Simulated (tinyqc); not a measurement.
Inside a calculation. Method: CISD on RHF in the sto-3g basis, frozen core, for HF, spin multiplicity 1. Computed by tinyqc, a small Python program that keeps every step (integrals from PySCF). Settings: charge = 0, multiplicity = 1, basis = sto-3g, method = RHF, frozen orbitals = 1, energy threshold = 1e-10, iteration cap = 55, orthogonalisation = canonical, start = Wolfsberg-Helmholz matrix, DIIS depth = 6, ci = CISD, davidson = 1. Command: `OMP_NUM_THREADS=1 python tinyqc.py 21265 21266 out.jsonl` (the two numbers bound the seeds that draw the settings). One thread of a shared host (Intel(R) Xeon(R) Processor @ 2.60GHz), about 0.2 s of CPU time with the checks. The early iterations of the SCF are left out here.

## One-electron integrals

Geometry (angstrom):
```
atom         x         y         z
F     0.000000  0.000000  0.000000
H     0.000000  0.000000  1.142000
```

Basis sto-3g: exponents (1/bohr^2) and contraction coefficients of normalised primitives:
```
element  l (shell)    exponent  coefficient
F            s (1)  166.679130     0.154329
F            s (1)   30.360812     0.535328
F            s (1)    8.216821     0.444635
F            s (2)    6.464803    -0.099967
F            s (2)    1.502281     0.399513
F            s (2)    0.488588     0.700115
F            p (3)    6.464803     0.155916
F            p (3)    1.502281     0.607684
F            p (3)    0.488588     0.391957
H            s (1)    3.425251     0.154329
H            s (1)    0.623914     0.535328
H            s (1)    0.168855     0.444635
```

Overlap, kinetic and nuclear-attraction integrals over the contracted functions; the nuclear repulsion is the sum of Za Zb / Rab.

nuclear repulsion = 4.17039833 hartree

overlap S:
```
           1F 1s     1F 2s    1F 2px    1F 2py    1F 2pz     2H 1s
1F 1s   1.000000  0.237990  0.000000  0.000000  0.000000  0.028875
1F 2s   0.237990  1.000000  0.000000  0.000000  0.000000  0.313109
1F 2px  0.000000  0.000000  1.000000  0.000000  0.000000  0.000000
1F 2py  0.000000  0.000000  0.000000  1.000000  0.000000  0.000000
1F 2pz  0.000000  0.000000  0.000000  0.000000  1.000000  0.267222
2H 1s   0.028875  0.313109  0.000000  0.000000  0.267222  1.000000
```

kinetic energy T (hartree):
```
            1F 1s      1F 2s    1F 2px    1F 2py    1F 2pz      2H 1s
1F 1s   36.984577  -0.212858  0.000000  0.000000  0.000000  -0.007704
1F 2s   -0.212858   1.037995  0.000000  0.000000  0.000000   0.038456
1F 2px   0.000000   0.000000  3.248015  0.000000  0.000000   0.000000
1F 2py   0.000000   0.000000  0.000000  3.248015  0.000000   0.000000
1F 2pz   0.000000   0.000000  0.000000  0.000000  3.248015   0.129503
2H 1s   -0.007704   0.038456  0.000000  0.000000  0.129503   0.760032
```

nuclear attraction V (hartree):
```
             1F 1s       1F 2s      1F 2px      1F 2py      1F 2pz      2H 1s
1F 1s   -77.472957   -9.287088    0.000000    0.000000   -0.009708  -1.154855
1F 2s    -9.287088  -12.003990    0.000000    0.000000   -0.120278  -2.736692
1F 2px    0.000000    0.000000  -11.889206    0.000000    0.000000   0.000000
1F 2py    0.000000    0.000000    0.000000  -11.889206    0.000000   0.000000
1F 2pz   -0.009708   -0.120278    0.000000    0.000000  -11.955723  -2.025068
2H 1s    -1.154855   -2.736692    0.000000    0.000000   -2.025068  -5.323785
```

core Hamiltonian H = T + V (hartree):
```
             1F 1s       1F 2s     1F 2px     1F 2py     1F 2pz      2H 1s
1F 1s   -40.488381   -9.499945   0.000000   0.000000  -0.009708  -1.162559
1F 2s    -9.499945  -10.965995   0.000000   0.000000  -0.120278  -2.698236
1F 2px    0.000000    0.000000  -8.641192   0.000000   0.000000   0.000000
1F 2py    0.000000    0.000000   0.000000  -8.641192   0.000000   0.000000
1F 2pz   -0.009708   -0.120278   0.000000   0.000000  -8.707708  -1.895566
2H 1s    -1.162559   -2.698236   0.000000   0.000000  -1.895566  -4.563753
```

## Two-electron integrals

Functions are numbered as in S; the eight-fold symmetry (ij|kl) = (ji|kl) = (kl|ij) leaves the list below.

Two-electron integrals (ij|kl) in chemists' order, unique and non-zero (hartree):
```
(11|11) 5.403501   (21|11) 0.841920   (21|21) 0.156299   (22|11) 1.268028
(22|21) 0.292344   (22|22) 0.926167   (31|31) 0.027998   (32|31) 0.043169
(32|32) 0.204588   (33|11) 1.264502   (33|21) 0.292403   (33|22) 0.925959
(33|33) 0.997514   (41|41) 0.027998   (42|41) 0.043169   (42|42) 0.204588
(43|43) 0.053770   (44|11) 1.264502   (44|21) 0.292403   (44|22) 0.925959
(44|33) 0.889973   (44|44) 0.997514   (51|51) 0.027998   (52|51) 0.043169
(52|52) 0.204588   (53|53) 0.053770   (54|54) 0.053770   (55|11) 1.264502
(55|21) 0.292403   (55|22) 0.925959   (55|33) 0.889973   (55|44) 0.889973
(55|55) 0.997514   (61|11) 0.103426   (61|21) 0.019050   (61|22) 0.035446
(61|33) 0.035391   (61|44) 0.035391   (61|51) 0.000772   (61|52) 0.001455
(61|55) 0.035561   (61|61) 0.002345   (62|11) 0.277196   (62|21) 0.064832
(62|22) 0.230982   (62|33) 0.227520   (62|44) 0.227520   (62|51) 0.004415
(62|52) 0.035295   (62|55) 0.237676   (62|61) 0.008026   (62|62) 0.072521
(63|31) 0.006601   (63|32) 0.039818   (63|53) 0.007319   (63|63) 0.010467
(64|41) 0.006601   (64|42) 0.039818   (64|54) 0.007319   (64|64) 0.010467
(65|11) 0.195030   (65|21) 0.046179   (65|22) 0.176124   (65|33) 0.168734
(65|44) 0.168734   (65|51) 0.009341   (65|52) 0.065167   (65|55) 0.190702
(65|61) 0.005941   (65|62) 0.067922   (65|65) 0.073647   (66|11) 0.455003
(66|21) 0.108141   (66|22) 0.445318   (66|33) 0.430925   (66|44) 0.430925
(66|51) 0.008680   (66|52) 0.098986   (66|55) 0.473653   (66|61) 0.013453
(66|62) 0.184497   (66|65) 0.201256   (66|66) 0.774606
```

## Orthogonalisation

S = U s U^T; canonical form X = U s^(-1/2), so that X^T S X = 1. Each column of U has its largest component positive (the first on a tie).

eigenvalues of S: 0.556552  0.848204  1.000000  1.000000  1.128818  1.466426

X:
```
                1          2          3         4          5         6
1F 1s    0.377782   0.719607   0.000000  0.000000  -0.567218  0.283859
1F 2s   -0.807913  -0.417158   0.000000  0.000000  -0.342246  0.493336
1F 2px   0.000000   0.000000  -0.139404  0.990236   0.000000  0.000000
1F 2py   0.000000   0.000000   0.990236  0.139404   0.000000  0.000000
1F 2pz  -0.516477   0.606854   0.000000  0.000000   0.602265  0.297426
2H 1s    0.857080  -0.344724   0.000000  0.000000   0.290329  0.519145
```

Within a degenerate level the vectors are fixed only up to a rotation; this is one choice.

## Iteration 7 (converged): orbitals

converged F (hartree):
```
             1F 1s      1F 2s     1F 2px     1F 2py     1F 2pz      2H 1s
1F 1s   -25.910374  -6.624578   0.000000   0.000000  -0.017522  -0.819493
1F 2s    -6.624578  -3.022216   0.000000   0.000000  -0.038976  -0.768714
1F 2px    0.000000   0.000000  -0.462299   0.000000   0.000000   0.000000
1F 2py    0.000000   0.000000   0.000000  -0.462299   0.000000   0.000000
1F 2pz   -0.017522  -0.038976   0.000000   0.000000  -0.248855  -0.471835
2H 1s    -0.819493  -0.768714   0.000000   0.000000  -0.471835  -0.356239
```

Diagonalise F' = X^T F X, C = X C', fill 5 alpha and 5 beta electrons from the bottom; D = 2 C_occ C_occ^T. Each column has its largest component positive (the first on a tie).

F' = X^T F X (hartree):
```
           1          2          3          4           5          6
1  -1.028871  -3.637944   0.000000   0.000000    3.070489  -1.746246
2  -3.637944  -9.712594   0.000000   0.000000    9.855284  -6.261782
3   0.000000   0.000000  -0.462299   0.000000    0.000000   0.000000
4   0.000000   0.000000   0.000000  -0.462299    0.000000   0.000000
5   3.070489   9.855284   0.000000   0.000000  -11.096925   7.085493
6  -1.746246  -6.261782   0.000000   0.000000    7.085493  -5.592094
```

orbital energies (hartree): MO1 -25.919761, MO2 -1.424235, MO3 -0.515184, MO4 -0.462299, MO5 -0.462299, MO6 0.428695

coefficients C:
```
              MO1        MO2        MO3        MO4       MO5        MO6
1F 1s    0.994919  -0.256363   0.059104   0.000000  0.000000   0.061537
1F 2s    0.020995   0.984471  -0.304454   0.000000  0.000000  -0.353471
1F 2px   0.000000   0.000000   0.000000  -0.002829  0.999996   0.000000
1F 2py   0.000000   0.000000   0.000000   0.999996  0.002829   0.000000
1F 2pz   0.001637   0.037666   0.686900   0.000000  0.000000  -0.782912
2H 1s   -0.003682   0.113908   0.579868   0.000000  0.000000   0.926276
```

D after iteration 7:
```
            1F 1s      1F 2s    1F 2px    1F 2py     1F 2pz      2H 1s
1F 1s    2.118158  -0.498975  0.000000  0.000000   0.065141   0.002814
1F 2s   -0.498975   2.124632  0.000000  0.000000  -0.344028  -0.128963
1F 2px   0.000000   0.000000  2.000000  0.000000   0.000000   0.000000
1F 2py   0.000000   0.000000  0.000000  2.000000   0.000000   0.000000
1F 2pz   0.065141  -0.344028  0.000000  0.000000   0.946507   0.805192
2H 1s    0.002814  -0.128963  0.000000  0.000000   0.805192   0.698472
```

Within a degenerate level the vectors are fixed only up to a rotation; this is one choice.

## Convergence

Stop when the energy changes by less than 1e-10 hartree and every element of the error matrix X^T (F D S - S D F) X is below 3e-06.

Course of the cycle:
```
iteration   E (hartree)     change  largest element of the error matrix
1          -98.22782064          -                             5.60e-01
2          -98.52914716  -3.01e-01                             1.25e-01
3          -98.54072467  -1.16e-02                             1.50e-02
4          -98.54088626  -1.62e-04                             2.05e-03
5          -98.54088867  -2.41e-06                             1.62e-05
6          -98.54088867  -2.95e-10                             4.68e-08
7          -98.54088867   0.000000                             2.35e-08
```

PySCF RHF in the same basis = -98.54088867 hartree

Converged in 7 iterations.

## Integrals over molecular orbitals

(pq|rs) = sum C_ip C_jq C_kr C_ls (ij|kl), one index at a time.

one-electron integrals over orbitals h = C^T H C (hartree):
```
            1          2          3          4          5          6
1  -40.470857   0.717669  -0.156624   0.000000   0.000000  -0.167993
2    0.717669  -9.127626   0.529558   0.000000   0.000000   0.904891
3   -0.156624   0.529558  -7.046642   0.000000   0.000000   2.144564
4    0.000000   0.000000   0.000000  -8.641192   0.000000   0.000000
5    0.000000   0.000000   0.000000   0.000000  -8.641192   0.000000
6   -0.167993   0.904891   2.144564   0.000000   0.000000  -6.045201
```

Two-electron integrals over orbitals (pq|rs), unique and non-zero (hartree); the lowest 1 orbital is frozen and left out:
```
(22|22) 0.866175    (32|22) -0.041603   (32|32) 0.143389    (33|22) 0.712600
(33|32) -0.022907   (33|33) 0.701458    (42|42) 0.187152    (43|42) -0.032635
(43|43) 0.038622    (44|22) 0.890197    (44|32) -0.071511   (44|33) 0.701047
(44|44) 0.997514    (52|52) 0.187152    (53|52) -0.032635   (53|53) 0.038622
(54|54) 0.053770    (55|22) 0.890197    (55|32) -0.071511   (55|33) 0.701047
(55|44) 0.889973    (55|55) 0.997514    (62|22) -0.099438   (62|32) -0.068581
(62|33) -0.025245   (62|44) -0.097736   (62|55) -0.097736   (62|62) 0.092328
(63|22) -0.216200   (63|32) 0.087266    (63|33) -0.101935   (63|44) -0.231335
(63|55) -0.231335   (63|62) 0.043333    (63|63) 0.215538    (64|42) -0.032800
(64|43) -0.020346   (64|64) 0.029792    (65|52) -0.032800   (65|53) -0.020346
(65|65) 0.029792    (66|22) 0.652141    (66|32) 0.053459    (66|33) 0.657775
(66|44) 0.633317    (66|55) 0.633317    (66|62) -0.058371   (66|63) -0.022524
(66|66) 0.688977
```

## CISD: determinants and Hamiltonian

one-electron integrals dressed by the frozen orbital, h + 2 (pq|11) - (p1|1q) (hartree):
```
           2          3          4          5          6
2  -6.758704   0.285284   0.000000   0.000000   0.562536
3   0.285284  -5.225398   0.000000   0.000000   1.350401
4   0.000000   0.000000  -6.142703   0.000000   0.000000
5   0.000000   0.000000   0.000000  -6.142703   0.000000
6   0.562536   1.350401   0.000000   0.000000  -4.356958
```

energy of the frozen orbital, 2 h_11 + (11|11) = -75.57776044 hartree

Hartree-Fock energy = -98.54088867 hartree

Slater-Condon rules over spin orbitals, with the nuclear repulsion and the energy of the frozen orbital added and E(HF) subtracted on the diagonal. Only determinants linked to the reference directly or through others are kept (one block of an abelian symmetry group), so some states are absent.

Occupation strings over the orbitals (2 doubly, a alpha, b beta, 0 empty; spin orbitals ordered 1a 1b 2a 2b ...): 222220 22a22b 2a222b 22b22a 2b222a 222202 222022 220222 2ab222 2ba222 202222

H - E(HF) between determinants (hartree):
```
           222220     22a22b     2a222b     22b22a     2b222a     222202     222022     220222
222220   0.000000   0.000000   0.000000   0.000000   0.000000   0.029792   0.029792   0.215538
22a22b   0.000000   0.501642  -0.010125  -0.215538  -0.043333   0.020346   0.020346   0.079411
2a222b   0.000000  -0.010125   1.293116  -0.043333  -0.092328   0.032800   0.032800  -0.087266
22b22a   0.000000  -0.215538  -0.043333   0.501642  -0.010125  -0.020346  -0.020346  -0.079411
2b222a   0.000000  -0.043333  -0.092328  -0.010125   1.293116  -0.032800  -0.032800   0.087266
222202   0.029792   0.020346   0.032800  -0.020346  -0.032800   0.994794   0.053770   0.038622
222022   0.029792   0.020346   0.032800  -0.020346  -0.032800   0.053770   0.994794   0.038622
220222   0.215538   0.079411  -0.087266  -0.079411   0.087266   0.038622   0.038622   1.078169
2ab222  -0.043333   0.087266  -0.193675  -0.033126   0.068581   0.032635   0.032635   0.086491
2ba222   0.043333  -0.033126   0.068581   0.087266  -0.193675  -0.032635  -0.032635  -0.086491
202222   0.092328   0.068581   0.041067  -0.068581  -0.041067   0.187152   0.187152   0.143389

           2ab222     2ba222     202222
222220  -0.043333   0.043333   0.092328
22a22b   0.087266  -0.033126   0.068581
2a222b  -0.193675   0.068581   0.041067
22b22a  -0.033126   0.087266  -0.068581
2b222a   0.068581  -0.193675  -0.041067
222202   0.032635  -0.032635   0.187152
222022   0.032635  -0.032635   0.187152
220222   0.086491  -0.086491   0.143389
2ab222   1.886419  -0.143389   0.105187
2ba222  -0.143389   1.886419  -0.105187
202222   0.105187  -0.105187   2.837102
```

## CISD: roots

Diagonalise (each vector has its largest component positive (the first on a tie)); all determinants have Ms = 0, so triplets appear too. The lowest singlet root is the correlation energy.

lowest roots of this matrix, relative to E(HF) (hartree): -0.047791  0.281475  0.673173  0.941024  0.971129  1.113450  1.175161  1.328061

lowest vectors:
```
           root 1     root 2     root 3     root 4
222220   0.979745   0.000000  -0.068898   0.000000
22a22b   0.018596   0.705718   0.678583   0.000000
2a222b  -0.005424   0.037922  -0.080630   0.000000
22b22a  -0.018596   0.705718  -0.678583   0.000000
2b222a   0.005424   0.037922   0.080630   0.000000
222202  -0.018132   0.000000  -0.012814   0.707107
222022  -0.018132   0.000000  -0.012814  -0.707107
220222  -0.191283   0.000000  -0.230633   0.000000
2ab222   0.028334  -0.022896  -0.061639   0.000000
2ba222  -0.028334  -0.022896   0.061639   0.000000
202222  -0.022292   0.000000  -0.013521   0.000000
```

<S^2> of these roots: 0.000000  2.000000  0.000000  0.000000  0.000000  0.000000  2.000000  0.000000

weight of the ground state by excitation level 0, 1, 2, ...: 0.959900  0.000750  0.039349

With one virtual orbital singles and doubles already span the full space.

## The lowest root by the Davidson method

Start from the reference; add the residual divided by (theta - H_ii), orthogonalised, at each step.

Davidson iterations:
```
iteration  subspace  lowest Ritz value (hartree)  residual norm
1                 1                   0.00000000       2.46e-01
2                 2                  -0.04640552       4.87e-02
3                 3                  -0.04776802       5.79e-03
4                 4                  -0.04779020       8.17e-04
5                 5                  -0.04779070       3.10e-05
6                 6                  -0.04779070       1.19e-06
7                 7                  -0.04779070       2.24e-16
```
